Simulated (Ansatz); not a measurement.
# C2H5NO: the cost of one run

Program: Ansatz 0.2.0, driven from Python. Level of theory: PBE/cc-pVDZ. These are calculated values, not measurements.

### Step 1. Starting point

Bond lengths: C1–O2 1.395 Å, O2–C3 1.339 Å, C3–N4 1.294 Å, C1–H5 1.125 Å, C1–H6 1.160 Å, C1–H7 1.089 Å, C3–H8 1.081 Å, N4–H9 1.072 Å. Angles: C1–O2–C3 116.0°, O2–C1–H5 109.0°, O2–C1–H6 110.3°, O2–C1–H7 115.3°, H5–C1–H6 103.3°, H5–C1–H7 109.2°, H6–C1–H7 109.1°, O2–C3–N4 122.8°, O2–C3–H8 111.2°, N4–C3–H8 125.1°, C3–N4–H9 109.7°.

No structure file is read: the coordinates are typed or built in the script.

### Step 2. The script

run_bend.py

```python
'''Energy of C2H5NO against one bond angle.'''

import ansatz as az
from ase import Atoms

atoms = Atoms(['C', 'O', 'C', 'N', 'H', 'H', 'H', 'H', 'H'], positions=[
    (0.2527, 0.8634, -0.8993),
    (0.0551, -0.5157, -0.8199),
    (-0.1921, -1.0029, 0.4025),
    (-0.1646, -0.2683, 1.4679),
    (0.3762, 1.1544, -1.979),
    (-0.71, 1.426, -0.5801),
    (1.0962, 1.2463, -0.327),
    (-0.2207, -2.0832, 0.3933),
    (-0.4042, -0.8663, 2.3245),
])

# start the scan from a relaxed geometry
first = az.Crystal.molecule_from_ase(atoms).calculation()
first = first.basis(gaussian='cc-pVDZ')
first = first.functional('pbe')
first = first.relax(force_tolerance=0.02, max_steps=80)
atoms.positions = first.run(threads=1, backend='cpu').report['positions_ang']

rows = []
for angle in [90, 100, 110, 120, 135, 150, 165, 179]:
    bent = atoms.copy()
    bent.set_angle(2, 1, 0, angle, indices=[0, 4, 5, 6])
    calculation = az.Crystal.molecule_from_ase(bent).calculation()
    calculation = calculation.basis(gaussian='cc-pVDZ')
    calculation = calculation.functional('pbe')
    rows.append((angle, calculation.run(threads=1, backend='cpu').report['free_energy_ev']))
floor = min(e for _, e in rows)
for angle, e in rows:
    print(f'angle C2-O1-C0 = {angle:3d} deg   {1000 * (e - floor):9.1f} meV')
```

### Step 3. What the engine is handed

The engine receives this input (first run):

```yaml
crystal:
  periodic: [false, false, false]
  atoms:
    - { symbol: C, position_ang: [0.2527, 0.8634, -0.8993] }
    - { symbol: O, position_ang: [0.0551, -0.5157, -0.8199] }
    - { symbol: C, position_ang: [-0.1921, -1.0029, 0.4025] }
    - { symbol: "N", position_ang: [-0.1646, -0.2683, 1.4679] }
    - { symbol: H, position_ang: [0.3762, 1.1544, -1.979] }
    - { symbol: H, position_ang: [-0.71, 1.426, -0.5801] }
    - { symbol: H, position_ang: [1.0962, 1.2463, -0.327] }
    - { symbol: H, position_ang: [-0.2207, -2.0832, 0.3933] }
    - { symbol: H, position_ang: [-0.4042, -0.8663, 2.3245] }
basis:
  gaussian:
    orbitals: cc-pVDZ
hamiltonian:
  xc: pbe
relax:
  f_tol: 0.02
  max_steps: 80
```

### Step 4. Launch

The run is started by

```
$ python run_bend.py
```

Q: Estimate wall time and peak memory on 1 thread of Arm Neoverse V1, shared host.

About 35 s, with a peak of 0.2 GiB.
